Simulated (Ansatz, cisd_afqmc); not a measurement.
Species: H$_{2}$S, charge 0, singlet. H2S (sulfane, SMILES S).
HTBH set geometry:
```
S
H 1 1.3360
H 1 1.3360 2 92.64
```

Total energies in aug-cc-pV(T+d)Z, 8 correlated electrons, 5 frozen orbitals. Radicals and triplets start from unrestricted determinants; spin-orbit coupling is neglected. Correlated methods leave the cores frozen. No relativity. AFQMC is phaseless with a CISD trial state; ± is one standard error, without the phaseless bias. Outlying blocks are dropped, and bars are widened where a walk drifts. Over all cases where full CI ran beside it in this data, AFQMC minus full CI had a median of +0.1 mEh and passed +0.4 mEh in a tenth of the cases.

| method | program | energy (Eh) | minus CCSDT(Q) (mEh) |
|---|---|---|---|
| HF | Ansatz | -398.71600 | 228.73 |
| MP2 | Ansatz | -398.91100 | 33.73 |
| CCSD | Ansatz | -398.93493 | 9.80 |
| CCSD(T) | Ansatz | -398.94361 | 1.12 |
| CCSDT(Q) | Ansatz | -398.94473 | 0.00 |
| AFQMC/CISD | cisd_afqmc | -398.9444 ± 0.0001 | 0.3 ± 0.1 |

Rough core times of Ansatz's runs on a shared machine: CCSD(T) under 20 s, CCSDT(Q) 50 s.

Ansatz is a first-principles code.
